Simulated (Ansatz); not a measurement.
Species: CH₄S, net charge 1, doublet state. 
Structure (B3LYP-D3(BJ)/def2-TZVP (Ansatz, a program for electronic structure) minimum search):
```xyz
6

C     -0.0728     1.1292     0.0021
S     -0.0423    -0.6486    -0.0010
H      1.3046    -0.8249    -0.0045
H     -1.1127     1.4468     0.0051
H      0.4631     1.4888     0.8895
H      0.4590     1.4919    -0.8865
```
Charge +1, spin multiplicity 2.

Basis-set convergence of Hartree-Fock and CCSD(T) correlation energies (hartree) with Ansatz. Valence correlation only, unless marked. UHF or UKS for open shells. No spin-orbit coupling. Non-relativistic.

```json
[
 {"basis": "def2-SVP", "functions": "52", "E(HF)": "-437.25996", "E(corr, CCSD(T))": "-0.30175"},
 {"basis": "def2-TZVPP", "functions": "129", "E(HF)": "?", "E(corr, CCSD(T))": "?"}
]
```

### Question
Complete the blanks.

### Answer

- def2-TZVPP, E(HF): -437.44848
- def2-TZVPP, E(corr, CCSD(T)): -0.37364
